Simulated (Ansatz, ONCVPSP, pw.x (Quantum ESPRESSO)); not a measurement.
copper (Cu): does the ONCV potential hold in the solid?

- Element: Cu (Z = 29)
- Generator: ONCVPSP 4.0.1
- Type: optimised norm-conserving Vanderbilt (ONCV)
- Functional: PBE
- Relativity: scalar-relativistic
- Frozen core: [Ne] 3s2
- Valence charge: 17
- Reference configuration: 3p6 3d10 4s1
- Partial waves: 4s: rc 1.85 bohr, ncon 4, nbas 8, qcut 3.3 1/bohr, 2 projectors, debl 3.5 Ha; 3p: rc 1.20 bohr, ncon 4, nbas 9, qcut 11.3 1/bohr, 2 projectors, debl 3.9 Ha; 3d: rc 1.60 bohr, ncon 4, nbas 8, qcut 9.2 1/bohr, 2 projectors, debl 3 Ha
- Local potential: polynomial inside 1.05 bohr (lpopt 5, dvloc0 2 Ha)
- Core correction: none

Atomic tests: cutoffs needed: 44 Ha and 52 Ha (the cutoffs (Ha) at which the residual kinetic energy of the hardest occupied pseudo-wave falls to 1 and 0.1 mHa per electron); ghost test: no bound ghost flagged; GHOST(+) flagged for s at 45.7 eV; configuration tests: 1 of 4 tests not solved or not reliable.

Crystal test: fcc Cu in pw.x 7.5, no spin, 15³ k-points, Fermi–Dirac smearing 0.01 Ry, cutoffs 120/480 Ry. The lattice is a test structure that the element need not adopt, and mesh and smearing are coarse.

pw.x input:

```
&control
  calculation='scf', prefix='x', pseudo_dir='./', outdir='./tmp', tstress=.true., disk_io='none'
/
&system
  ibrav=0, nat=1, ntyp=1, ecutwfc=120, ecutrho=480, nbnd=17,
  occupations='smearing', smearing='fd', degauss=0.01
/
&electrons
  conv_thr=1e-09, mixing_beta=0.4, electron_maxstep=70
/
ATOMIC_SPECIES
Cu 1.0 Cu.UPF
CELL_PARAMETERS angstrom
  0.00000000 1.81727201 1.81727201
  1.81727201 0.00000000 1.81727201
  1.81727201 1.81727201 0.00000000
ATOMIC_POSITIONS crystal
Cu 0.0000 0.0000 0.0000
K_POINTS automatic
15 15 15 0 0 0
```

```bash
pw.x < Cu.scf.in > Cu.scf.out
```

How does the run end?

It converges; the pressure is 2.71 GPa against -0.58 GPa from all-electron LAPW. This is a poor potential for the solid. Atomic configuration tests: 1 of 4 tests not solved or not reliable. The log shows:

```
     scf convergence threshold =      1.0E-09
     Exchange-correlation= PBE
     number of k points=   120  Fermi-Dirac smearing, width (Ry)=  0.0100
     iteration #  1     ecut=   120.00 Ry     beta= 0.40
     total energy              =    -282.85590691 Ry
     estimated scf accuracy    <       0.27473417 Ry
     iteration #  2     ecut=   120.00 Ry     beta= 0.40
     total energy              =    -282.93098160 Ry
     estimated scf accuracy    <       0.05708402 Ry
     iteration #  3     ecut=   120.00 Ry     beta= 0.40
     total energy              =    -282.93962797 Ry
     estimated scf accuracy    <       0.00154421 Ry
     iteration #  4     ecut=   120.00 Ry     beta= 0.40
     total energy              =    -282.93994453 Ry
     estimated scf accuracy    <       0.00065153 Ry
     [... 7 iterations left out ...]
     iteration # 12     ecut=   120.00 Ry     beta= 0.40
     total energy              =    -282.93995809 Ry
     estimated scf accuracy    <       0.00000006 Ry
     iteration # 13     ecut=   120.00 Ry     beta= 0.40
     total energy              =    -282.93995806 Ry
     estimated scf accuracy    <       0.00000009 Ry
     iteration # 14     ecut=   120.00 Ry     beta= 0.40
     total energy              =    -282.93995806 Ry
     estimated scf accuracy    <          7.2E-09 Ry
     iteration # 15     ecut=   120.00 Ry     beta= 0.40
     the Fermi energy is    16.0687 ev
!    total energy              =    -282.93995806 Ry
     estimated scf accuracy    <          9.5E-10 Ry
     smearing contrib. (-TS)   =      -0.00140262 Ry
     The total energy is F=E-TS. E is the sum of the following terms:
     one-electron contribution =    -145.88910344 Ry
     hartree contribution      =      85.85387047 Ry
     xc contribution           =     -29.98418219 Ry
     ewald contribution        =    -192.91914028 Ry
     convergence has been achieved in  15 iterations
          total   stress  (Ry/bohr**3)                   (kbar)     P=       27.11
     Message from routine punch:
     Nothing written, as per user request (disk_io='none')
```
